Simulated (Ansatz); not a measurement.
A relaxed structure of GaAs. Space group F-43m (No. 216), zinc blende type. Calculation: PBE (plane waves to 420 eV, PAW, scalar-relativistic; Ansatz, a quantum-chemistry and plane-wave program).

```cif
data_As4Ga4
_chemical_formula_sum 'As4 Ga4'
_space_group_name_H-M_alt 'F-43m'
_space_group_IT_number 216
_space_group_name_Hall 'F -4 2 3'
_cell_length_a 5.74579
_cell_length_b 5.74579
_cell_length_c 5.74579
_cell_angle_alpha 90.000
_cell_angle_beta 90.000
_cell_angle_gamma 90.000
loop_
_atom_site_label
_atom_site_type_symbol
_atom_site_symmetry_multiplicity
_atom_site_Wyckoff_symbol
_atom_site_fract_x
_atom_site_fract_y
_atom_site_fract_z
_atom_site_occupancy
As1 As 4 c 0.25000 0.25000 0.25000 1
Ga1 Ga 4 a 0.00000 0.00000 0.00000 1
```
(The calculation used a cell of 2 atoms; values per cell refer to that cell.)

**Question.** What is the computed band gap (PBE)?

**Answer.** 0.16 eV, direct at Γ (no spin-orbit coupling).

No spin polarisation in the result.

Measured for GaAs: a 5.64 Å (static lattice; corrected from measurement; as listed in Daniel Mejia-Rodriguez, S. B. Trickey, Phys. Rev. B (2018)); gap 1.57 eV (static lattice; corrected from measurement; as listed in Wei Chen et al., Physical Review Materials (2018)). Computed minus measured — a: PBE +1.9 %; gap: PBE -1.41 eV. The computed values are for a static lattice, and a measured gap can be an optical one, lowered by exciton binding.

The run could not lose the symmetry of its start; a randomly shaken copy of 2 atoms returns to this structure.

All atoms sit on sites fixed by symmetry, so only the cell could relax.
